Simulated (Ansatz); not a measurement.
# Abstraction of H: C3H6 + CH6NSi → C3H5 + CH7NSi

Species: C3H6 (propene) `C=CC`, singlet; CH6NSi `CN[SiH2]`, doublet; C3H5 `C=[C]C`, doublet; CH7NSi `CN[SiH3]`, singlet. A radical takes H: the energy is the difference in strength between the C–H bond broken and the Si–H bond made.

Shapes, held fixed at every level: PBE0-D4/def2-TZVP. Flexible molecules stand in one conformer, not always the lowest. Programs: Ansatz 0.2.0. The zero-point and thermal change to 298 K, harmonic and unscaled (PBE0-D4/def2-TZVP), is -11.3 kJ/mol.

```json
{"level": "HF/def2-SVP", "kind": "Hartree–Fock", "ΔH(298 K) (kJ/mol)": "+37.4"}
{"level": "PBE-D4/def2-TZVPP", "kind": "GGA", "ΔH(298 K) (kJ/mol)": "+81.5"}
{"level": "B3LYP-D4/def2-TZVPP", "kind": "global hybrid", "ΔH(298 K) (kJ/mol)": "+72.7"}
{"level": "BHLYP-D4/def2-TZVPP", "kind": "global hybrid", "ΔH(298 K) (kJ/mol)": "+65.0"}
{"level": "PBE0-D4/def2-TZVPP", "kind": "global hybrid", "ΔH(298 K) (kJ/mol)": "+76.3"}
{"level": "r2SCAN0-D4/def2-TZVPP", "kind": "global hybrid", "ΔH(298 K) (kJ/mol)": "+66.3"}
{"level": "B2PLYP/def2-TZVPP", "kind": "double hybrid", "ΔH(298 K) (kJ/mol)": "+72.9"}
```

B2PLYP/def2-TZVPP gives ΔH(298 K) = +72.9 kJ/mol; the levels span +37.4 to +81.5. The median of the levels is +72.7. No measured value is set beside it here. Spin contamination: C3H5 (⟨S²⟩ up to 0.91). Open shells run unrestricted.
